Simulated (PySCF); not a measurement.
**Atomization energy of NClO, singlet, from cheap to dear**

Geometry (MP2(full)/6-31G*, from the G2/97 set):

```
atom    x (Å)    y (Å)   z (Å)
  Cl  -0.5258  -0.9400  0.0000
   N   0.0119   1.0183  0.0000
   O   1.1546   1.1916  0.0000
```

Measured, as an electronic atomization energy: 191.3 kcal/mol (G2/97 heats of formation of molecule and atoms, with zero-point and thermal terms from B3LYP taken off; Curtiss et al., J. Chem. Phys. 106, 1063 (1997), Staroverov et al., J. Chem. Phys. 119, 12129 (2003)). The measured value holds scalar relativity and spin–orbit coupling, which all computed ones lack, and core correlation, which the wave-function levels lack. Atoms are taken at the same level; beside RHF, RMP2 and RCC rows they are unrestricted. PySCF 2.14.0; the 6-31G* set has Cartesian d functions; a miss is computed less measured; times are wall times on shared hosts and scatter by a factor of two or so; they hold the correlated step alone (with one SCF for RCCSD(T)), and functionals start from a converged Hartree–Fock density. B3LYP has the VWN-RPA form, and B2PLYP's MP2 part freezes the cores. A small miss in a small set is a cancellation of the method's error against the basis error.

```tsv
level	basis	miss (kcal/mol)	time of the run	hardware
RCCSD(T)	STO-3G	-77.7	0.17 s	1 CPU thread
RCCSD(T)	6-31G*	-29.8	1.7 s	1 CPU thread
full CI	STO-3G	-75.8	2.5 s	1 CPU thread
revPBE	6-31G	-17.2	2.9 s	1 CPU thread
PBE	6-31G	-3.7	2.9 s	1 CPU thread
BLYP	6-31G	-12.4	3.1 s	1 CPU thread
B2PLYP	6-31G	-53.0	4.4 s	1 CPU thread
revPBE	6-31G*	18.9	4.7 s	1 CPU thread
BLYP	6-31G*	22.0	4.7 s	1 CPU thread
PBE	cc-pV(D+d)Z	33.4	5.2 s	1 CPU thread
BLYP	cc-pV(D+d)Z	23.2	5.2 s	1 CPU thread
revPBE	cc-pV(D+d)Z	19.9	5.3 s	1 CPU thread
B3LYP	6-31G*	-1.0	5.4 s	1 CPU thread
PBE0	6-31G*	-2.9	5.4 s	1 CPU thread
r2SCAN	6-31G	-33.2	5.4 s	1 CPU thread
B3LYP	cc-pV(D+d)Z	0.1	5.9 s	1 CPU thread
PBE0	cc-pV(D+d)Z	-2.1	6 s	1 CPU thread
SPW92	cc-pV(T+d)Z	74.3	7.5 s	1 CPU thread
B2PLYP	cc-pV(D+d)Z	-8.0	8.2 s	1 CPU thread
UCCSD(T)	6-31G*	-31.5	8.3 s	1 CPU thread
r2SCAN	6-31G*	3.8	9.4 s	1 CPU thread
UCCSD(T)	cc-pV(D+d)Z	-31.1	11 s	1 CPU thread
revPBE	cc-pV(T+d)Z	20.2	12 s	1 CPU thread
PBE	cc-pV(T+d)Z	33.7	13 s	1 CPU thread
B3LYP	cc-pV(T+d)Z	1.2	15 s	1 CPU thread
PBE0	cc-pV(T+d)Z	0.1	16 s	1 CPU thread
BHLYP	cc-pV(T+d)Z	-37.8	20 s	1 CPU thread
B2PLYP	cc-pV(T+d)Z	-1.0	23 s	1 CPU thread
wB97M-V	6-31G*	-2.9	28 s	1 CPU thread
CAM-B3LYP	cc-pV(T+d)Z	-4.6	29 s	1 CPU thread
RCCSDT(Q)	6-31G	-74.7	30 s	1 CPU thread
RHF	cc-pV(T+d)Z	-152.1	30 s	1 CPU thread
HSE06	cc-pV(T+d)Z	-0.8	31 s	1 CPU thread
RCCSD(T)	cc-pV(T+d)Z	-14.1	31 s	1 CPU thread
r2SCAN	cc-pV(T+d)Z	6.5	32 s	1 CPU thread
B97M-V	cc-pV(T+d)Z	5.3	45 s	1 CPU thread
wB97X-V	cc-pV(T+d)Z	-1.4	46 s	1 CPU thread
UCCSD(T)	cc-pV(T+d)Z	-16.2	3.6 min	1 CPU thread
RCCSD(T)	cc-pV(Q+d)Z	-7.2	6.8 min	1 CPU thread
RCCSDT(Q)	6-31G*	-27.3	10 min	1 CPU thread
```

HF's time is that of a plain UHF run.

The smallest set from which on each level stays within 1 kcal/mol of its own cc-pV(Q+d)Z value: RHF cc-pV(T+d)Z; UHF cc-pV(T+d)Z; RMP2 none (cc-pV(T+d)Z is 7.4 kcal/mol off); RCCSD(T) none (cc-pV(T+d)Z is 6.9 kcal/mol off).
